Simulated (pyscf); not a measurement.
PySCF, gas phase, ωB97X-D3(BJ)/def2-SVP geometries.

Question: For H₃C–Zn–Cl (SMILES [CH3][Zn][Cl]) + CH₃• (SMILES [CH3]) → H₃C–CH₃ (SMILES CC) + [Cl–Zn]• (SMILES [Cl][Zn]), a substitution at C (doublet surface; C–Zn broken, C–C formed), PBE/def2-TZVP gives ΔE‡ = 69.9 kJ/mol and ΔE = -92.5 kJ/mol (zero: the separated reactants). In which direction and how far do B3LYP-D3(BJ)/def2-TZVP, PBE0-D3(BJ)/def2-TZVP, ωB97M-D3(BJ)/def2-TZVP move these?

Answer: B3LYP-D3(BJ): ΔE‡ = 86.6 kJ/mol, ΔE = -92.9 kJ/mol; PBE0-D3(BJ): ΔE‡ = 90.0 kJ/mol, ΔE = -95.4 kJ/mol; ωB97M-D3(BJ): ΔE‡ = 108.8 kJ/mol, ΔE = -92.5 kJ/mol. PBE's barrier lies under all of them, by 16.6 to 38.9 kJ/mol. Its reaction energy matches one of them and lies within 3.0 kJ/mol of the others. Low barriers are usual for a GGA, whose delocalisation error favours stretched bonds. This is the saddle that the search found; another between the same sides may lie lower. The angle at the attacked C is 180°. The term symbol of open-shell Cl–Zn was not checked; spin-orbit terms are left out. Elements up to Kr have no core potential and no relativistic terms here.
